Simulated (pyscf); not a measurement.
Single points on ωB97X-D3(BJ)/def2-SVP structures (PySCF, gas phase). MP2 and CC: frozen core, UHF for open shells. ΔMP2 is the change of the MP2 total energy from the triple- to the quadruple-zeta basis.

### Question
For the elementary gas-phase step `[PH2][PH2]` + `[GaH3]` → `[PH2][GaH2]` + `[PH3]` (singlet surface; P–P, Ga–H broken, Ga–P, H–P formed), what barrier and reaction energy does CCSD(T)/def2-TZVPP + ΔMP2(QZVPP) give, measured from the separated reactants?

### Answer
ΔE‡ = 1.31 eV, ΔE = -0.57 eV. Zero-point energy shifts the barrier by +0.07 eV. It is a four-centre exchange, with an imaginary mode of 816i cm⁻¹. On the reactant side the descent ends in an adduct with a Ga–P contact, 0.86 eV under the separated species and 2.02 eV under the saddle at ωB97X-D3(BJ)/def2-TZVP. On the product side the descent ends in an adduct with a Ga–P contact (not fully relaxed), 0.72 eV under the separated species and 2.42 eV under the saddle at ωB97X-D3(BJ)/def2-TZVP. What is counted as formed (Ga–P) is already present as a longer contact in the reactant adduct; forming that adduct is a step of its own. At ωB97X-D3(BJ)/def2-TZVP the barrier from the zero used here is 1.16 eV. The same reactants have a lower exit, to H₂P–PH–GaH₂ + H₂ (barrier +1.16 eV at ωB97M-D3(BJ)/def2-TZVP, against +1.41 eV here). One saddle was located; it need not be the lowest between these sides. The CCSD(T) − MP2 part came from Ansatz, without density fitting, on the same reference. The frozen core leaves the outer d or s,p core shells of the metals and heavy elements correlated in the MP2 and CC values, and def2-TZVPP describes them poorly, which can shift differences by a few kcal/mol. Elements up to Kr have no core potential and no relativistic terms here.
